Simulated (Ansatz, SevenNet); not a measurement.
Voigt–Reuss–Hill bulk modulus (GPa) of solids drawn from the class of oxides, at two levels: the machine-learned potential SevenNet-l3i5 (trained on PBE and PBE+U data), and r²SCAN in Ansatz (PAW).

| solid | SevenNet-l3i5 | r²SCAN | shift (%) |
|---|---|---|---|
| rutile SnO2 | 171 | 207 | +21 |
| A-type hexagonal La2O3 | 112 | 122 | +8.9 |
| stishovite (SiO2) | 276 | 310 | +12.3 |
| rutile TiO2 | 216 | 235 | +8.8 |
| anatase TiO2 (metastable phase) | 177 | 199 | +12.4 |
| corundum Ga2O3 (metastable phase) | 201 | 235 | +16.9 |
| SiO2 (P4₁2₁2, No. 92) | 16.0 | 14.8 | -7.5 |

The shifts run from -7.5 % to +21 %, with a median of +12.3 %.

Over all 7 rows r²SCAN is the larger in 6.

Database compounds that came out metallic weren't drawn.

Ansatz's runs of these crystals have no spin polarisation.

Spin–orbit coupling is left out, also for the solids with elements from indium on (rutile SnO2, A-type hexagonal La2O3); its size isn't shown.

Each level is taken at its own relaxed cell. Ansatz's density-functional and Hartree–Fock values are scalar-relativistic unless marked +SOC, with PAW data made under PBE.

Ansatz is a quantum-chemistry and plane-wave program.
